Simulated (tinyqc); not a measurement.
Inside a calculation (part 3 of 3). Method: UHF in the sto-3g basis, for NH3+, spin multiplicity 2. Computed by tinyqc, a small Python program that keeps every step (integrals from PySCF). Command: `OMP_NUM_THREADS=1 python tinyqc.py 25875 25876 out.jsonl` (the two numbers bound the seeds that draw the settings). One thread of a shared host (Intel(R) Xeon(R) Processor @ 2.60GHz), about 0.1 s of CPU time with the checks.

Geometry (angstrom):
```
atom          x          y         z
N      0.000000   0.000000  0.247000
H      1.276000   0.000000  0.000000
H     -0.638000   1.105000  0.000000
H     -0.638000  -1.105000  0.000000
```

## Iteration 2: diagonalisation and new density

F(alpha) (hartree):
```
             1N 1s      1N 2s     1N 2px     1N 2py     1N 2pz      2H 1s      3H 1s      4H 1s
1N 1s   -15.925955  -4.042822   0.000001   0.000000   0.002358  -0.522411  -0.522460  -0.522460
1N 2s    -4.042822  -2.359070   0.000007   0.000000  -0.019128  -0.708677  -0.708722  -0.708722
1N 2px    0.000001   0.000007  -0.730472   0.000000  -0.000001  -0.507390   0.253713   0.253713
1N 2py    0.000000   0.000000   0.000000  -0.730475   0.000000   0.000000  -0.439426   0.439426
1N 2pz    0.002358  -0.019128  -0.000001   0.000000  -0.878506   0.104506   0.104513   0.104513
2H 1s    -0.522411  -0.708677  -0.507390   0.000000   0.104506  -0.596478  -0.144569  -0.144569
3H 1s    -0.522460  -0.708722   0.253713  -0.439426   0.104513  -0.144569  -0.596507  -0.144587
4H 1s    -0.522460  -0.708722   0.253713   0.439426   0.104513  -0.144569  -0.144587  -0.596507
```

F(beta) (hartree):
```
             1N 1s      1N 2s     1N 2px     1N 2py     1N 2pz      2H 1s      3H 1s      4H 1s
1N 1s   -15.899467  -4.011035   0.000001   0.000000   0.002331  -0.517348  -0.517397  -0.517397
1N 2s    -4.011035  -2.161847   0.000007   0.000000   0.111155  -0.683157  -0.683199  -0.683199
1N 2px    0.000001   0.000007  -0.664446   0.000000  -0.000003  -0.503439   0.251737   0.251737
1N 2py    0.000000   0.000000   0.000000  -0.664449   0.000000   0.000000  -0.436004   0.436004
1N 2pz    0.002331   0.111155  -0.000003   0.000000  -0.130979   0.089202   0.089209   0.089209
2H 1s    -0.517348  -0.683157  -0.503439   0.000000   0.089202  -0.608468  -0.141011  -0.141011
3H 1s    -0.517397  -0.683199   0.251737  -0.436004   0.089209  -0.141011  -0.608494  -0.141029
4H 1s    -0.517397  -0.683199   0.251737   0.436004   0.089209  -0.141011  -0.141029  -0.608494
```

X:
```
            1N 1s      1N 2s     1N 2px     1N 2py     1N 2pz      2H 1s      3H 1s      4H 1s
1N 1s    1.023744  -0.138523   0.000001   0.000000   0.003072   0.017684   0.017685   0.017685
1N 2s   -0.138523   1.170759  -0.000008   0.000000  -0.027447  -0.188761  -0.188777  -0.188777
1N 2px   0.000001  -0.000008   1.073054   0.000000   0.000002  -0.194888   0.097453   0.097453
1N 2py   0.000000   0.000000   0.000000   1.073056   0.000000   0.000000  -0.168788   0.168788
1N 2pz   0.003072  -0.027447   0.000002   0.000000   1.005051   0.034871   0.034875   0.034875
2H 1s    0.017684  -0.188761  -0.194888   0.000000   0.034871   1.100944  -0.022302  -0.022302
3H 1s    0.017685  -0.188777   0.097453  -0.168788   0.034875  -0.022302   1.100957  -0.022304
4H 1s    0.017685  -0.188777   0.097453   0.168788   0.034875  -0.022302  -0.022304   1.100957
```

Diagonalise F' = X^T F X, C = X C', fill 5 alpha and 4 beta electrons from the bottom; D(s) = C_occ C_occ^T. Each column has its largest component positive (the first on a tie).

F' = X^T F X (alpha) (hartree):
```
            1          2          3          4          5          6          7          8
1  -15.636947  -2.066534   0.000002   0.000000   0.017877  -0.029415  -0.029424  -0.029424
2   -2.066534  -1.460856  -0.000006   0.000000  -0.077579  -0.328127  -0.328148  -0.328148
3    0.000002  -0.000006  -0.548505   0.000000   0.000002  -0.388778   0.194401   0.194401
4    0.000000   0.000000   0.000000  -0.548503   0.000000   0.000000  -0.336705   0.336705
5    0.017877  -0.077579   0.000002   0.000000  -0.865098   0.074709   0.074714   0.074714
6   -0.029415  -0.328127  -0.388778   0.000000   0.074709  -0.307181  -0.028607  -0.028607
7   -0.029424  -0.328148   0.194401  -0.336705   0.074714  -0.028607  -0.307177  -0.028610
8   -0.029424  -0.328148   0.194401   0.336705   0.074714  -0.028607  -0.028610  -0.307177
```

orbital energies (alpha) (hartree): MO1 -15.933159, MO2 -1.449950, MO3 -0.908465, MO4 -0.908462, MO5 -0.892972, MO6 -0.051214, MO7 0.081382, MO8 0.081395

coefficients C (alpha):
```
              MO1        MO2        MO3        MO4        MO5        MO6        MO7        MO8
1N 1s    0.994012  -0.241316   0.000000  -0.000007  -0.018569  -0.146798  -0.000021   0.000000
1N 2s    0.026008   0.901575   0.000000   0.000039   0.105636   0.820273   0.000123   0.000000
1N 2px   0.000000  -0.000008   0.000000   0.712050  -0.000104   0.000085  -0.837499   0.000000
1N 2py   0.000000   0.000000   0.712048   0.000000   0.000000   0.000000   0.000000   0.837506
1N 2pz  -0.000859   0.023556   0.000000   0.000137   0.975717  -0.248917  -0.000036   0.000000
2H 1s   -0.004123   0.108288   0.000000   0.397577  -0.083048  -0.624991   0.849054   0.000000
3H 1s   -0.004124   0.108296   0.344325  -0.198807  -0.082964  -0.624841  -0.424651  -0.735383
4H 1s   -0.004124   0.108296  -0.344325  -0.198807  -0.082964  -0.624841  -0.424651   0.735383
```

F' = X^T F X (beta) (hartree):
```
            1          2          3          4          5          6          7          8
1  -15.614356  -2.061952   0.000002   0.000000   0.001239  -0.029304  -0.029314  -0.029314
2   -2.061952  -1.242185  -0.000007   0.000000   0.061380  -0.329793  -0.329814  -0.329814
3    0.000002  -0.000007  -0.475844   0.000000   0.000000  -0.394196   0.197110   0.197110
4    0.000000   0.000000   0.000000  -0.475842   0.000000   0.000000  -0.341396   0.341396
5    0.001239   0.061380   0.000000   0.000000  -0.120424   0.059354   0.059360   0.059360
6   -0.029304  -0.329793  -0.394196   0.000000   0.059354  -0.326392  -0.029369  -0.029369
7   -0.029314  -0.329814   0.197110  -0.341396   0.059360  -0.029369  -0.326387  -0.029372
8   -0.029314  -0.329814   0.197110   0.341396   0.059360  -0.029369  -0.029372  -0.326387
```

orbital energies (beta) (hartree): MO1 -15.905425, MO2 -1.304200, MO3 -0.877445, MO4 -0.877442, MO5 -0.141880, MO6 -0.010589, MO7 0.104576, MO8 0.104589

coefficients C (beta):
```
              MO1        MO2        MO3        MO4        MO5        MO6        MO7        MO8
1N 1s    0.994608  -0.225856   0.000000  -0.000006  -0.094994  -0.137502   0.000024   0.000000
1N 2s    0.023517   0.829284   0.000000   0.000027   0.476311   0.763142  -0.000140   0.000000
1N 2px   0.000000  -0.000011   0.000000   0.672316   0.000012   0.000108   0.869719   0.000000
1N 2py   0.000000   0.000000   0.672315   0.000000   0.000000   0.000000   0.000000   0.869725
1N 2pz  -0.000961  -0.081017   0.000000   0.000000   0.844149  -0.543494   0.000060   0.000000
2H 1s   -0.003748   0.156143   0.000000   0.436666  -0.257104  -0.564585  -0.829629   0.000000
3H 1s   -0.003748   0.156155   0.378164  -0.218330  -0.257074  -0.564419   0.414951  -0.718568
4H 1s   -0.003748   0.156155  -0.378164  -0.218330  -0.257074  -0.564419   0.414951   0.718568
```

D(alpha) after iteration 2:
```
            1N 1s      1N 2s     1N 2px     1N 2py     1N 2pz      2H 1s      3H 1s      4H 1s
1N 1s    1.046638  -0.193674  -0.000002   0.000000  -0.024656  -0.028691  -0.028691  -0.028691
1N 2s   -0.193674   0.824673   0.000009   0.000000   0.124285   0.088765   0.088758   0.088758
1N 2px  -0.000002   0.000009   0.507015   0.000000  -0.000004   0.283103  -0.141553  -0.141553
1N 2py   0.000000   0.000000   0.000000   0.507013   0.000000   0.000000   0.245176  -0.245176
1N 2pz  -0.024656   0.124285  -0.000004   0.000000   0.952579  -0.078423  -0.078422  -0.078422
2H 1s   -0.028691   0.088765   0.283103   0.000000  -0.078423   0.176708  -0.060407  -0.060407
3H 1s   -0.028691   0.088758  -0.141553   0.245176  -0.078422  -0.060407   0.176712  -0.060407
4H 1s   -0.028691   0.088758  -0.141553  -0.245176  -0.078422  -0.060407  -0.060407   0.176712
```

D(beta) after iteration 2:
```
            1N 1s      1N 2s     1N 2px     1N 2py     1N 2pz      2H 1s      3H 1s      4H 1s
1N 1s    1.040257  -0.163908  -0.000002   0.000000   0.017342  -0.038996  -0.038995  -0.038995
1N 2s   -0.163908   0.688264   0.000009   0.000000  -0.067209   0.129410   0.129403   0.129403
1N 2px  -0.000002   0.000009   0.452008   0.000000   0.000001   0.293576  -0.146789  -0.146789
1N 2py   0.000000   0.000000   0.000000   0.452007   0.000000   0.000000   0.254245  -0.254245
1N 2pz   0.017342  -0.067209   0.000001   0.000000   0.006565  -0.012647  -0.012648  -0.012648
2H 1s   -0.038996   0.129410   0.293576   0.000000  -0.012647   0.215072  -0.070941  -0.070941
3H 1s   -0.038995   0.129403  -0.146789   0.254245  -0.012648  -0.070941   0.215074  -0.070941
4H 1s   -0.038995   0.129403  -0.146789  -0.254245  -0.012648  -0.070941  -0.070941   0.215074
```

Within a degenerate level the vectors are fixed only up to a rotation; this is one choice.

## Iteration 35 (converged): orbitals

converged F(alpha) (hartree):
```
             1N 1s      1N 2s     1N 2px     1N 2py     1N 2pz      2H 1s      3H 1s      4H 1s
1N 1s   -15.833006  -4.023300   0.000001   0.000000   0.001829  -0.520529  -0.520577  -0.520577
1N 2s    -4.023300  -2.364458   0.000006   0.000000  -0.005666  -0.691371  -0.691416  -0.691416
1N 2px    0.000001   0.000006  -0.728909   0.000000   0.000000  -0.493944   0.246991   0.246991
1N 2py    0.000000   0.000000   0.000000  -0.728910   0.000000   0.000000  -0.427782   0.427782
1N 2pz    0.001829  -0.005666   0.000000   0.000000  -0.842679   0.105981   0.105987   0.105987
2H 1s    -0.520529  -0.691371  -0.493944   0.000000   0.105981  -0.546903  -0.135993  -0.135993
3H 1s    -0.520577  -0.691416   0.246991  -0.427782   0.105987  -0.135993  -0.546935  -0.136011
4H 1s    -0.520577  -0.691416   0.246991   0.427782   0.105987  -0.135993  -0.136011  -0.546935
```

converged F(beta) (hartree):
```
             1N 1s      1N 2s     1N 2px     1N 2py     1N 2pz      2H 1s      3H 1s      4H 1s
1N 1s   -15.798440  -3.983922   0.000001   0.000000   0.002304  -0.513965  -0.514013  -0.514013
1N 2s    -3.983922  -2.125381   0.000009   0.000000   0.100579  -0.670678  -0.670719  -0.670719
1N 2px    0.000001   0.000009  -0.581170   0.000000  -0.000005  -0.496132   0.248083   0.248083
1N 2py    0.000000   0.000000   0.000000  -0.581177   0.000000   0.000000  -0.429675   0.429675
1N 2pz    0.002304   0.100579  -0.000005   0.000000  -0.078891   0.083133   0.083141   0.083141
2H 1s    -0.513965  -0.670678  -0.496132   0.000000   0.083133  -0.620822  -0.130584  -0.130584
3H 1s    -0.514013  -0.670719   0.248083  -0.429675   0.083141  -0.130584  -0.620842  -0.130602
4H 1s    -0.514013  -0.670719   0.248083   0.429675   0.083141  -0.130584  -0.130602  -0.620842
```

As before.

F' = X^T F X (alpha) (hartree):
```
            1          2          3          4          5          6          7          8
1  -15.545173  -2.054303   0.000002   0.000000   0.015410  -0.031195  -0.031205  -0.031205
2   -2.054303  -1.489106  -0.000008   0.000000  -0.062168  -0.316080  -0.316101  -0.316101
3    0.000002  -0.000008  -0.552805   0.000000   0.000003  -0.381108   0.190568   0.190568
4    0.000000   0.000000   0.000000  -0.552800   0.000000   0.000000  -0.330063   0.330063
5    0.015410  -0.062168   0.000003   0.000000  -0.829205   0.076539   0.076545   0.076545
6   -0.031195  -0.316080  -0.381108   0.000000   0.076539  -0.260854  -0.025267  -0.025267
7   -0.031205  -0.316101   0.190568  -0.330063   0.076545  -0.025267  -0.260854  -0.025270
8   -0.031205  -0.316101   0.190568   0.330063   0.076545  -0.025267  -0.025270  -0.260854
```

orbital energies (alpha) (hartree): MO1 -15.840370, MO2 -1.446307, MO3 -0.887182, MO4 -0.887179, MO5 -0.856314, MO6 -0.031884, MO7 0.098787, MO8 0.098799

coefficients C (alpha):
```
              MO1        MO2        MO3        MO4        MO5        MO6        MO7        MO8
1N 1s    0.993917  -0.246206   0.000000  -0.000006  -0.021420  -0.138706  -0.000019   0.000000
1N 2s    0.026393   0.927367   0.000000   0.000032   0.115725   0.789572   0.000118   0.000000
1N 2px   0.000000  -0.000007   0.000000   0.733320  -0.000046   0.000077  -0.818940   0.000000
1N 2py   0.000000   0.000000   0.733316   0.000000   0.000000   0.000000   0.000000   0.818948
1N 2pz  -0.000852   0.002833   0.000000   0.000053   0.976336  -0.247585  -0.000036   0.000000
2H 1s   -0.004163   0.088149   0.000000   0.375647  -0.080629  -0.628458   0.858984   0.000000
3H 1s   -0.004163   0.088157   0.325331  -0.187836  -0.080599  -0.628308  -0.429613  -0.743981
4H 1s   -0.004163   0.088157  -0.325331  -0.187836  -0.080599  -0.628308  -0.429613   0.743981
```

F' = X^T F X (beta) (hartree):
```
            1          2          3          4          5          6          7          8
1  -15.515265  -2.049556   0.000002   0.000000   0.002383  -0.029927  -0.029937  -0.029937
2   -2.049556  -1.213636  -0.000004   0.000000   0.051452  -0.322527  -0.322547  -0.322547
3    0.000002  -0.000004  -0.385839   0.000000  -0.000002  -0.397400   0.198712   0.198712
4    0.000000   0.000000   0.000000  -0.385841   0.000000   0.000000  -0.344171   0.344171
5    0.002383   0.051452  -0.000002   0.000000  -0.068516   0.056618   0.056624   0.056624
6   -0.029927  -0.322527  -0.397400   0.000000   0.056618  -0.346373  -0.020554  -0.020554
7   -0.029937  -0.322547   0.198712  -0.344171   0.056624  -0.020554  -0.346362  -0.020556
8   -0.029937  -0.322547   0.198712   0.344171   0.056624  -0.020554  -0.020556  -0.346362
```

orbital energies (beta) (hartree): MO1 -15.804278, MO2 -1.272472, MO3 -0.843480, MO4 -0.843476, MO5 -0.110841, MO6 0.002698, MO7 0.131821, MO8 0.131833

coefficients C (beta):
```
              MO1        MO2        MO3        MO4        MO5        MO6        MO7        MO8
1N 1s    0.994651  -0.224961   0.000000  -0.000005  -0.121427   0.116206   0.000020   0.000000
1N 2s    0.023335   0.824731   0.000000   0.000026   0.626214  -0.651653  -0.000120   0.000000
1N 2px   0.000000  -0.000012   0.000000   0.618256   0.000028  -0.000095   0.908944   0.000000
1N 2py   0.000000   0.000000   0.618259   0.000000   0.000000   0.000000   0.000000   0.908947
1N 2pz  -0.000940  -0.070343   0.000000   0.000003   0.707521   0.713445   0.000056   0.000000
2H 1s   -0.003715   0.160061   0.000000   0.486252  -0.373344   0.494173  -0.801590   0.000000
3H 1s   -0.003715   0.160072   0.421101  -0.243120  -0.373295   0.494047   0.400913  -0.694277
4H 1s   -0.003715   0.160072  -0.421101  -0.243120  -0.373295   0.494047   0.400913   0.694277
```

D(alpha) after iteration 35:
```
            1N 1s      1N 2s     1N 2px     1N 2py     1N 2pz      2H 1s      3H 1s      4H 1s
1N 1s    1.048948  -0.204570  -0.000002   0.000000  -0.022457  -0.024116  -0.024115  -0.024115
1N 2s   -0.204570   0.874098   0.000011   0.000000   0.115591   0.072318   0.072311   0.072311
1N 2px  -0.000002   0.000011   0.537758   0.000000  -0.000006   0.275473  -0.137741  -0.137741
1N 2py   0.000000   0.000000   0.000000   0.537752   0.000000   0.000000   0.238570  -0.238570
1N 2pz  -0.022457   0.115591  -0.000006   0.000000   0.953240  -0.078448  -0.078448  -0.078448
2H 1s   -0.024116   0.072318   0.275473   0.000000  -0.078448   0.155399  -0.056273  -0.056273
3H 1s   -0.024115   0.072311  -0.137741   0.238570  -0.078448  -0.056273   0.155408  -0.056273
4H 1s   -0.024115   0.072311  -0.137741  -0.238570  -0.078448  -0.056273  -0.056273   0.155408
```

D(beta) after iteration 35:
```
            1N 1s      1N 2s     1N 2px     1N 2py     1N 2pz      2H 1s      3H 1s      4H 1s
1N 1s    1.039939  -0.162323  -0.000001   0.000000   0.014890  -0.039705  -0.039704  -0.039704
1N 2s   -0.162323   0.680725   0.000006   0.000000  -0.058036   0.131933   0.131924   0.131924
1N 2px  -0.000001   0.000006   0.382241   0.000000   0.000003   0.300626  -0.150312  -0.150312
1N 2py   0.000000   0.000000   0.000000   0.382245   0.000000   0.000000   0.260350  -0.260350
1N 2pz   0.014890  -0.058036   0.000003   0.000000   0.004949  -0.011254  -0.011257  -0.011257
2H 1s   -0.039705   0.131933   0.300626   0.000000  -0.011254   0.262074  -0.092582  -0.092582
3H 1s   -0.039704   0.131924  -0.150312   0.260350  -0.011257  -0.092582   0.262070  -0.092582
4H 1s   -0.039704   0.131924  -0.150312  -0.260350  -0.011257  -0.092582  -0.092582   0.262070
```

Within a degenerate level the vectors are fixed only up to a rotation; this is one choice.

## Convergence

Stop when the energy changes by less than 1e-09 hartree and every element of the error matrix X^T (F D S - S D F) X (for each spin) is below 9e-06.

Course of the cycle:
```
iteration   E (hartree)     change  largest element of the error matrix
1          -54.85377088          -                             1.76e-01
2          -55.07353837  -2.20e-01                             6.09e-02
3          -55.09124354  -1.77e-02                             2.09e-02
4          -55.09336382  -2.12e-03                             6.88e-03
5          -55.09385813  -4.94e-04                             5.39e-03
6          -55.09410120  -2.43e-04                             3.50e-03
7          -55.09425325  -1.52e-04                             2.84e-03
8          -55.09435253  -9.93e-05                             2.25e-03
9          -55.09441771  -6.52e-05                             1.81e-03
10         -55.09446048  -4.28e-05                             1.47e-03
11         -55.09448851  -2.80e-05                             1.19e-03
12         -55.09450686  -1.84e-05                             9.65e-04
13         -55.09451886  -1.20e-05                             7.81e-04
14         -55.09452671  -7.84e-06                             6.31e-04
...                 ...        ...                                  ...
22         -55.09454096  -2.57e-07                             1.14e-04
23         -55.09454112  -1.67e-07                             9.22e-05
24         -55.09454123  -1.09e-07                             7.44e-05
25         -55.09454130  -7.10e-08                             6.01e-05
26         -55.09454135  -4.62e-08                             4.85e-05
27         -55.09454138  -3.01e-08                             3.91e-05
28         -55.09454140  -1.96e-08                             3.16e-05
29         -55.09454141  -1.28e-08                             2.55e-05
30         -55.09454142  -8.31e-09                             2.06e-05
31         -55.09454143  -5.41e-09                             1.66e-05
32         -55.09454143  -3.53e-09                             1.34e-05
33         -55.09454143  -2.30e-09                             1.08e-05
34         -55.09454143  -1.50e-09                             8.72e-06
35         -55.09454143  -9.74e-10                             7.04e-06
```

PySCF UHF in the same basis, after a stability check = -55.09454144 hartree

Converged in 35 iterations.

## Populations, bond orders and dipole

overlap S:
```
           1N 1s     1N 2s     1N 2px     1N 2py     1N 2pz      2H 1s      3H 1s      4H 1s
1N 1s   1.000000  0.235038   0.000000   0.000000   0.000000   0.029795   0.029798   0.029798
1N 2s   0.235038  1.000000   0.000000   0.000000   0.000000   0.333224   0.333245   0.333245
1N 2px  0.000000  0.000000   1.000000   0.000000   0.000000   0.324598  -0.162312  -0.162312
1N 2py  0.000000  0.000000   0.000000   1.000000   0.000000   0.000000   0.281120  -0.281120
1N 2pz  0.000000  0.000000   0.000000   0.000000   1.000000  -0.062834  -0.062839  -0.062839
2H 1s   0.029795  0.333224   0.324598   0.000000  -0.062834   1.000000   0.083607   0.083607
3H 1s   0.029798  0.333245  -0.162312   0.281120  -0.062839   0.083607   1.000000   0.083617
4H 1s   0.029798  0.333245  -0.162312  -0.281120  -0.062839   0.083607   0.083617   1.000000
```

Mulliken: Z minus the diagonal of D S on the atom; Loewdin: the same with S^(1/2) D S^(1/2); Mayer order: 2 sum_s sum (D(s) S)_ij (D(s) S)_ji over the two atoms.

Charges (e):
```
atom   Mulliken   Loewdin  Mulliken spin
1N    -0.045837  0.105123       1.371812
2H     0.348621  0.298304      -0.123946
3H     0.348608  0.298287      -0.123933
4H     0.348608  0.298287      -0.123933
```

Mayer bond orders:
```
pair     order
2-1   0.818483
3-1   0.818497
3-2   0.022309
4-1   0.818497
4-2   0.022309
4-3   0.022307
```

dipole moment about the origin, x y z (debye): 0.000067  0.000000  -0.017475

<S^2> of the determinant (pure state: 0.75) = 0.795765
